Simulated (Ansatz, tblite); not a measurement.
**The cluster Si₂F₂: removing and adding an electron**

One table from this session's results is given with a row withheld; the runs are named, their logs left out.

The runs use Ansatz 0.2.0, Gaussian basis; as each input shows.

Levels to be run: charge +1 doublet, at the geometry of the singlet (PBE0-D4/def2-TZVP, PBE-D4/def2-TZVP, r2SCAN-D4/def2-TZVP, CCSD(T)/def2-TZVPP); charge -1 doublet, at the geometry of the singlet (PBE0-D4/def2-TZVPD, PBE-D4/def2-TZVPD, r2SCAN-D4/def2-TZVPD, CCSD(T)/def2-TZVPD); the starting singlet's energies come from earlier runs.

### The structure

The singlet was relaxed beforehand with B3LYP-D4/def2-TZVP. At that level it is the lowest of the isomers that a small search found.

4 atoms, charge 0, spin multiplicity 1.

Atoms are counted from 1 here; the program's logs count them from 0.

Bond lengths: Si1–Si2 2.568 Å, Si1–F3 1.641 Å, Si2–F4 1.641 Å. Angles: Si2–Si1–F3 89.1°, Si1–Si2–F4 89.0°.

Set-up of the first run:

Input file in.yaml:

```yaml
crystal:
  periodic: [false, false, false]
  atoms:
    - {symbol: Si, position_ang: [1.053055, -0.840381, -0.377734]}
    - {symbol: Si, position_ang: [-1.356800, 0.047139, -0.347103]}
    - {symbol: F, position_ang: [1.590618, 0.698214, -0.566792]}
    - {symbol: F, position_ang: [-1.286872, 0.095029, 1.291640]}
basis:
  gaussian: {orbitals: def2-SVP}
total_charge: 1
magnetization: {spin_polarized: true, initial_magnetization: 1}
hamiltonian: {xc: pbe0, dispersion: d4}
output: {orbitals: {seedname: orbitals}}
```

The run is started by

```sh
$ ansatz run in.yaml --threads 4 --pin off --events-out ev --progress --plain --max-ram 3916MiB
```

Steps of the session up to this table: Charge +1 doublet at the fixed geometry, first pass, PBE0-D4/def2-SVP; Charge +1 doublet at the fixed geometry, PBE0-D4/def2-TZVP; Charge +1 doublet at the fixed geometry, PBE-D4/def2-TZVP; Charge +1 doublet at the fixed geometry, r2SCAN-D4/def2-TZVP; Charge +1 doublet at the fixed geometry, CCSD(T)/def2-TZVPP.

One of the session's tables, all rows but one given; the rest of the session is left out.

It belongs to the step «Vertical ionisation energy». 

```
             method  vertical ionisation energy (eV)
      HF/def2-TZVPP                             6.57
   PBE-D4/def2-TZVP                             7.31
r2SCAN-D4/def2-TZVP                                ?
  PBE0-D4/def2-TZVP                             7.40
     MP2/def2-TZVPP                             7.36
    CCSD/def2-TZVPP                             7.45
 CCSD(T)/def2-TZVPP                             7.47
```

Estimate the missing values for r2SCAN-D4/def2-TZVP.

**Answer.** vertical ionisation energy (eV): 7.32. In the column «vertical ionisation energy (eV)» it lies between PBE-D4/def2-TZVP (7.31) and MP2/def2-TZVPP (7.36).

Limits of these values: The closed-shell reference under CCSD(T)/def2-TZVPP is unstable towards broken spin symmetry, which adds to the doubt on it. Doubts: state flagged by the program, large T1 diagnostic, spin contamination. CCSD(T)/def2-TZVPD is no safe reference here (large T1 diagnostic, spin contamination, state flagged by the program). The anion's highest level is positive in at least one run, so there the basis alone may hold the extra electron.
